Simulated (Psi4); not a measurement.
# SiNH4 (SMILES N[SiH2]): a chain of runs

Wanted: a geometry optimisation (doublet SiNH4, U-wB97X-D/cc-pVDZ), then the energy (singlet [SiNH4]+, wB97X-D/cc-pVDZ), then a structure relaxation (singlet [SiNH4]+, wB97X-D/cc-pVDZ), then a single-point energy (doublet SiNH4, U-wB97X-D/cc-pVDZ) of H4NSi. 

The calculation is run with Psi4 1.11.

## 1. Starting point

SiNH4: 6 atoms, total charge 0, spin state doublet. SMILES: `N[SiH2]`. All atoms were displaced at random from a relaxed shape. The run starts from this shape.

Bond lengths: N1–Si2 1.792 Å, N1–H3 1.010 Å, N1–H4 0.920 Å, Si2–H5 1.561 Å, Si2–H6 1.482 Å. Angles: N1–Si2–H5 107.1°, N1–Si2–H6 107.1°, Si2–N1–H3 108.3°, Si2–N1–H4 117.1°, H5–Si2–H6 109.9°, H3–N1–H4 125.8°.

## 2. A geometry optimisation at U-wB97X-D/cc-pVDZ (density fitting) (run 1)

The input, h4nsi.xyz:

```xyz
6
H4NSi
N     -0.092175    -0.962369     0.087996
Si     0.304034     0.781932     0.188293
H      0.596270    -1.410030    -0.500071
H     -0.504329    -1.341849     0.818178
H      0.671411     1.254081    -1.253805
H     -0.918868     1.480209     0.650781
```

The input, run.py:

```python
import psi4

psi4.set_memory(1600000000)
psi4.set_num_threads(1)
psi4.set_output_file('psi4.out', False)

with open('h4nsi.xyz') as f:
    atoms = ''.join(f.readlines()[2:])
mol = psi4.geometry('0 2\n' + atoms + '')

psi4.set_options({
    'reference': 'uks',
})

energy_value = psi4.optimize("wb97x-d/cc-pVDZ")
print('E =', round(energy_value, 9))
mol.save_xyz_file('final.xyz', False)
```

Command:

```console
$ python run.py
```

psi4.out:

```text
[...]
  Running in c1 symmetry.
[...]
  Nuclear repulsion =   56.697428895617627
[...]
  Multiplicity = 2
[...]
  Nalpha       = 13
  Nbeta        = 12
[...]
    Number of basis functions: 52
[...]
   @DF-UKS iter   1:  -346.41972977351696   -4.32065e-01   1.12767e-02 DIIS/ADIIS
[...]
   @DF-UKS iter   7:  -346.58890420751953   -4.49063e-12   7.88058e-09 DIIS
[...]
   @S^2 Observed:                7.526541557E-01
[...]
  @DF-UKS Final Energy:  -346.58890420751953
   => Energetics <=
    Nuclear Repulsion Energy =             56.8657175645551902
    One-Electron Energy =                -590.8816346648152376
    Two-Electron Energy =                 208.2947042839739424
    DFT Exchange-Correlation Energy =     -20.8667667971163979
    Empirical Dispersion Energy =          -0.0009245941170594
    VV10 Nonlocal Energy =                  0.0000000000000000
    Total Energy =                       -346.5889042075195334
[...]
 Multipole Moments:
 ------------------------------------------------------------------------------------
     Multipole            Electronic (a.u.)      Nuclear  (a.u.)        Total (a.u.)
 ------------------------------------------------------------------------------------
 L = 1.  Multiply by 2.5417464519 to convert [e a0] to [Debye]
 Dipole X            :          0.8853578           -0.7242302            0.1611277
 Dipole Y            :          0.2625584           -0.8510116           -0.5884532
 Dipole Z            :          0.7187442           -0.5181858            0.2005584
 Magnitude           :                                                    0.6422328
[...]
  -Total Gradient:
     Atom            X                  Y                   Z
    ------   -----------------  -----------------  -----------------
       1       -0.000030225506    -0.000058399614     0.000104412782
       2        0.000077623964     0.000063766319     0.000059564232
       3        0.000100672958     0.000025881690     0.000018041730
       4        0.000084400154     0.000046151103     0.000006155822
       5        0.000063276041     0.000003198761     0.000055078517
       6        0.000067636453     0.000022492416     0.000047089982
[...]
```

On the terminal:

```text
Optimizer: Optimization complete!
E = -346.588904208
```

Run time: 41 s. Hardware: 1 thread of AMD EPYC 7B13 (Zen 3), shared host; peak memory 0.51 GiB.

The path in brief:

| step | energy from the first frame kept (eV) | largest force (eV/Å) |
| --- | --- | --- |
| 0 | 0.0000 | 7.4353 |
| 1 | -0.3919 | 1.3566 |
| 2 | -0.4364 | 0.1829 |
| 3 | -0.4399 | 0.0750 |
| 4 | -0.4403 | 0.0399 |
| 5 | -0.4404 | 0.0170 |
| 6 | -0.4405 | 0.0063 |

After the run. Bond lengths: N1–Si2 1.756 Å, N1–H3 1.017 Å, N1–H4 1.017 Å, Si2–H5 1.504 Å, Si2–H6 1.504 Å. Angles: N1–Si2–H5 106.7°, N1–Si2–H6 106.8°, Si2–N1–H3 117.3°, Si2–N1–H4 117.3°, H5–Si2–H6 109.9°, H3–N1–H4 109.2°.

## 3. The singlet cation: a single-point energy at wB97X-D/cc-pVDZ (density fitting) (run 2)

The input, input.in:

```
memory 1.6 GB

molecule {
  1 1
  N     -0.19158043    -1.75544408     0.08530035
  Si     0.58377797     1.45817882     0.37794522
  H      1.10375312    -2.90080897    -0.75378152
  H     -0.90194927    -2.63681234     1.63820358
  H      1.23778573     2.38309582    -2.22838016
  H     -1.74820642     2.78372721     1.31671392
  units bohr
}

set {
  basis cc-pVDZ
}

energy('wb97x-d')
print_variables()
```

Command:

```console
$ psi4 input.in input.out -n 1
```

input.out:

```text
[...]
  Running in c1 symmetry.
[...]
  Nuclear repulsion =   56.865722321278035
[...]
  Multiplicity = 1
[...]
  Nalpha       = 12
  Nbeta        = 12
[...]
    Number of basis functions: 52
[...]
   @DF-RKS iter   1:  -346.16365584505678   -1.73342e-01   1.01942e-02 DIIS/ADIIS
[...]
   @DF-RKS iter   8:  -346.30798637425585   -1.47218e-08   5.87788e-07 DIIS
[...]
    Orbital Energies [Eh]
    ---------------------
    Doubly Occupied:
       1A    -66.598201     2A    -14.719692     3A     -5.705076
       4A     -4.053805     5A     -4.047506     6A     -4.045933
       7A     -1.208162     8A     -0.876320     9A     -0.825152
      10A     -0.725357    11A     -0.669135    12A     -0.632195
[...]
  @DF-RKS Final Energy:  -346.30798637425585
   => Energetics <=
    Nuclear Repulsion Energy =             56.8657223212780352
    One-Electron Energy =                -583.9644854428532881
    Two-Electron Energy =                 201.4879484246016546
    DFT Exchange-Correlation Energy =     -20.6962470832947254
    Empirical Dispersion Energy =          -0.0009245939874591
    VV10 Nonlocal Energy =                  0.0000000000000000
    Total Energy =                       -346.3079863742558473
[...]
 Multipole Moments:
 ------------------------------------------------------------------------------------
     Multipole            Electronic (a.u.)      Nuclear  (a.u.)        Total (a.u.)
 ------------------------------------------------------------------------------------
 L = 1.  Multiply by 2.5417464519 to convert [e a0] to [Debye]
 Dipole X            :          1.2284806           -0.7242288            0.5042518
 Dipole Y            :          0.8972887           -0.8510111            0.0462777
 Dipole Z            :          0.9370568           -0.5181868            0.4188700
 Magnitude           :                                                    0.6571633
[...]
```

It took 4.5 s on 1 thread of AMD EPYC 7B13 (Zen 3), shared host; peak memory 0.45 GiB.

## 4. The singlet cation: a structure relaxation at wB97X-D/cc-pVDZ (density fitting) (run 3)

Edit input.in of step 3 so:

```diff
@@ -1,4 +1,4 @@
-memory 1.6 GB
+memory 1600 mb
 
-molecule {
+molecule m {
   1 1
@@ -11,9 +11,7 @@
   units bohr
+  symmetry c1
 }
 
-set {
-  basis cc-pVDZ
-}
 
-energy('wb97x-d')
+e_tot = optimize("wb97x-d/cc-pVDZ")
 print_variables()
```

Command:

```console
$ psi4 -n 1 input.in input.out
```

input.out:

```text
[...]
  Running in c1 symmetry.
[...]
  Nuclear repulsion =   56.865722321278035
[...]
  Multiplicity = 1
[...]
  Nalpha       = 12
  Nbeta        = 12
[...]
    Number of basis functions: 52
[...]
   @DF-RKS iter   1:  -346.16365584505678   -1.73342e-01   1.01942e-02 ADIIS/DIIS
[...]
   @DF-RKS iter   6:  -346.34728058297435   -1.15392e-11   4.35661e-09 DIIS
[...]
    Orbital Energies [Eh]
    ---------------------
    Doubly Occupied:
       1A    -66.588050     2A    -14.706623     3A     -5.698827
       4A     -4.047725     5A     -4.041527     6A     -4.039419
       7A     -1.210338     8A     -0.886110     9A     -0.832410
      10A     -0.748050    11A     -0.690048    12A     -0.631011
[...]
  @DF-RKS Final Energy:  -346.34728058297435
   => Energetics <=
    Nuclear Repulsion Energy =             58.8472055482863041
    One-Electron Energy =                -587.9489382577606875
    Two-Electron Energy =                 203.4971836337439299
    DFT Exchange-Correlation Energy =     -20.7418401242839892
    Empirical Dispersion Energy =          -0.0008913829598949
    VV10 Nonlocal Energy =                  0.0000000000000000
    Total Energy =                       -346.3472805829743493
[...]
 Multipole Moments:
 ------------------------------------------------------------------------------------
     Multipole            Electronic (a.u.)      Nuclear  (a.u.)        Total (a.u.)
 ------------------------------------------------------------------------------------
 L = 1.  Multiply by 2.5417464519 to convert [e a0] to [Debye]
 Dipole X            :         -0.0190995            0.0182447           -0.0008547
 Dipole Y            :          0.7660808           -0.7303682            0.0357126
 Dipole Z            :         -0.1017797            0.0970578           -0.0047219
 Magnitude           :                                                    0.0360335
[...]
  -Total Gradient:
     Atom            X                  Y                   Z
    ------   -----------------  -----------------  -----------------
       1       -0.000000835465    -0.000137172389     0.000017030765
       2       -0.000007146279    -0.000204057235     0.000016662512
       3        0.000008862674    -0.000079073252     0.000008097715
       4        0.000001504835    -0.000079533012     0.000016590005
       5        0.000002481322    -0.000098060133     0.000022989170
       6        0.000012542452    -0.000098723049     0.000011219860
[...]
```

Standard output:

```text
Optimizer: Optimization complete!
```

It took 30 s on 1 thread of AMD EPYC 7B13 (Zen 3), shared host; peak memory 0.51 GiB.

Steps, from the record of the run:

| step | energy from the first frame kept (eV) | largest force (eV/Å) |
| --- | --- | --- |
| 0 | 0.0000 | 4.0012 |
| 1 | -0.6704 | 2.1783 |
| 2 | -0.9839 | 0.9953 |
| 3 | -1.0569 | 0.3248 |
| 4 | -1.0681 | 0.1296 |
| 5 | -1.0692 | 0.0186 |
| 6 | -1.0692 | 0.0105 |

After the run. Bond lengths: N1–Si2 1.654 Å, N1–H3 1.021 Å, N1–H4 1.021 Å, Si2–H5 1.472 Å, Si2–H6 1.472 Å. Angles: N1–Si2–H5 117.3°, N1–Si2–H6 117.3°, Si2–N1–H3 123.6°, Si2–N1–H4 123.6°, H5–Si2–H6 125.3°, H3–N1–H4 112.7°.

## 5. The energy at U-wB97X-D/cc-pVDZ (density fitting) (run 4)

The input, job.dat:

```
memory 1600 MB

molecule {
  0 2
  N
  Si 1 1.654294
  H 1 1.020506 2 123.63302
  H 1 1.020504 3 112.73053 2 -179.98901
  H 2 1.472202 1 117.33153 4 179.98565
  H 2 1.472201 5 125.33505 1 179.98094
  units angstrom
}

set reference uks

result, w = energy('wb97x-d/cc-pVDZ', return_wfn=True)
```

Command:

```console
$ psi4 -i job.dat -o job.out -n 1
```

job.out:

```text
[...]
  Running in c1 symmetry.
[...]
  Nuclear repulsion =   58.847209563907761
[...]
  Multiplicity = 2
[...]
  Nalpha       = 13
  Nbeta        = 12
[...]
    Number of basis functions: 52
[...]
   @DF-UKS iter   1:  -346.41551138792244   -3.27018e-01   1.10746e-02 ADIIS/DIIS
[...]
   @DF-UKS iter   8:  -346.56101107900275   -3.11766e-08   4.58326e-07 DIIS
[...]
   @S^2 Observed:                7.546742270E-01
[...]
    Orbital Energies [Eh]
    ---------------------
    Alpha Occupied:
       1A    -66.275737     2A    -14.437985     3A     -5.391204
       4A     -3.737665     5A     -3.735745     6A     -3.734299
       7A     -0.959631     8A     -0.630130     9A     -0.589073
      10A     -0.491032    11A     -0.432947    12A     -0.392994
      13A     -0.193367
    Alpha Virtual:
      14A      0.099781    15A      0.111962    16A      0.175094
      17A      0.193619    18A      0.214422    19A      0.320566
      20A      0.360450    21A      0.395718    22A      0.415378
      23A      0.457781    24A      0.512231    25A      0.543103
[...]
  @DF-UKS Final Energy:  -346.56101107900275
   => Energetics <=
    Nuclear Repulsion Energy =             58.8472095639077608
    One-Electron Energy =                -594.8188599520419757
    Two-Electron Energy =                 210.3001853408809154
    DFT Exchange-Correlation Energy =     -20.8886546487465914
    Empirical Dispersion Energy =          -0.0008913830028525
    VV10 Nonlocal Energy =                  0.0000000000000000
    Total Energy =                       -346.5610110790026965
[...]
 Multipole Moments:
 ------------------------------------------------------------------------------------
     Multipole            Electronic (a.u.)      Nuclear  (a.u.)        Total (a.u.)
 ------------------------------------------------------------------------------------
 L = 1.  Multiply by 2.5417464519 to convert [e a0] to [Debye]
 Dipole X            :         -0.0001549            0.0004959            0.0003410
 Dipole Y            :         -0.0000492            0.0000502            0.0000010
 Dipole Z            :          0.0351487           -0.7370136           -0.7018649
 Magnitude           :                                                    0.7018650
[...]
```

Wall time 6 s (1 thread of AMD EPYC 7B13 (Zen 3), shared host); peak memory 0.45 GiB.

## 6. What came out

| quantity | value |
| --- | --- |
| run 1, U-wB97X-D/cc-pVDZ: total energy at the end | -346.58890 Eh |
| run 1, U-wB97X-D/cc-pVDZ: dipole moment | 1.63 D |
| run 1, U-wB97X-D/cc-pVDZ: HOMO energy (highest over α and β) | -7.01 eV |
| run 1, U-wB97X-D/cc-pVDZ: LUMO energy (lowest over α and β) | -0.33 eV |
| run 1, U-wB97X-D/cc-pVDZ: dispersion energy | -2.43 kJ/mol |
| run 1, U-wB97X-D/cc-pVDZ: ⟨S²⟩ | 0.753 |
| singlet cation, run 2: total energy | -346.30799 Eh |
| singlet cation, run 2: HOMO energy | -17.20 eV |
| singlet cation, run 2: LUMO energy | -8.15 eV |
| singlet cation, run 2: HOMO–LUMO gap | 9.05 eV |
| singlet cation, run 2: dispersion energy | -2.43 kJ/mol |
| singlet cation, run 3: total energy at the end | -346.34728 Eh |
| singlet cation, run 3: HOMO energy | -17.17 eV |
| singlet cation, run 3: LUMO energy | -6.25 eV |
| singlet cation, run 3: HOMO–LUMO gap | 10.92 eV |
| singlet cation, run 3: dispersion energy | -2.34 kJ/mol |
| run 4, U-wB97X-D/cc-pVDZ: total energy | -346.56101 Eh |
| run 4, U-wB97X-D/cc-pVDZ: dipole moment | 1.78 D |
| run 4, U-wB97X-D/cc-pVDZ: HOMO energy (highest over α and β) | -5.26 eV |
| run 4, U-wB97X-D/cc-pVDZ: LUMO energy (lowest over α and β) | 1.08 eV |
| run 4, U-wB97X-D/cc-pVDZ: dispersion energy | -2.34 kJ/mol |
| run 4, U-wB97X-D/cc-pVDZ: ⟨S²⟩ | 0.755 |
| adiabatic ionisation energy (to the singlet cation, no zero-point term) | 6.575 eV |

The adiabatic ionisation energy (to the singlet cation, no zero-point term) is 6.57 eV (634 kJ/mol). The optimisation (run 1, U-wB97X-D/cc-pVDZ) took 7 steps and changed the energy by -0.440 eV. The optimisation (singlet cation, run 3) took 7 steps and changed the energy by -1.069 eV.
